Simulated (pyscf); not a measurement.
Routes from F–BH–F + hydrogen (H₂)

Candidate steps break at most two bonds and form at most two. Each was searched with GFN2-xTB (tblite) first. PySCF, gas phase, ωB97X-D3(BJ)/def2-SVP geometries. Energies: ωB97M-D3(BJ)/def2-TZVP, kJ/mol, from the separated reactants, singlet surface; ΔG‡ with ideal gas, 1 atm, RRHO with modes under 100 cm⁻¹ raised to 100, one conformer, R ln 2 for chiral ones without a mode under 150 cm⁻¹.

| products | type | ΔE‡ | ΔE | ΔG‡ 298 K | ΔG‡ 900 K | ν‡ (cm⁻¹) |
|---|---|---|---|---|---|---|
| F–BH–F + H₂ | four-centre exchange | 174.8 | 0.0 | 221.3 | 303.2 | 1388i |
| HF + H₂B–F | four-centre exchange | 207.5 | +150.3 | 247.6 | 319.8 | 1209i |

Plain bond fissions and candidates not yet searched are not listed, and one of them may be faster. Each barrier is that of the saddle found; lower ones may exist.
